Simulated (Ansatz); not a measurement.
Cubic perovskite KTaO₃

The numbers are results of Hartree–Fock (plane waves, PAW; Ansatz, a first-principles code), not measurements.

Run with plane-wave cutoff 460 eV, 6×6×6 k mesh, Fermi–Dirac smearing 0.01 eV, scalar-relativistic PAW data made under PBE.

Cell: relaxed at this level.

| Quantity | Value |
|---|---|
| equilibrium volume per atom | 12.72 Å³/atom |
| bulk modulus B0 | 233 GPa |
| equilibrium lattice constant a | 3.992 Å |
| band gap | 11.94 eV (on the SCF k mesh) |
| smallest direct gap on the k points sampled | 12.63 eV |
| pressure derivative B′ of the bulk modulus | 4.2 |

Measured, for comparison: band gap 3.64 eV (temperature not stated, no zero-point or thermal correction, indirect; as tabulated in Himmetoglu and Janotti (2016), arXiv:1601.06205); bulk modulus 220 GPa (temperature not stated, no zero-point or thermal correction; as tabulated in Tinte et al. (1998), arXiv:cond-mat/9809379). Computed (rounded) less measured: bulk modulus +6 %. A static lattice is as a rule a little smaller and stiffer than an uncorrected measurement, which narrows the difference in the bulk modulus and would widen misses of the other sign.

Spin–orbit coupling is not included.

The computed numbers hold no vibrational or temperature effects.

Computing time: around 10 core-minutes (rough).
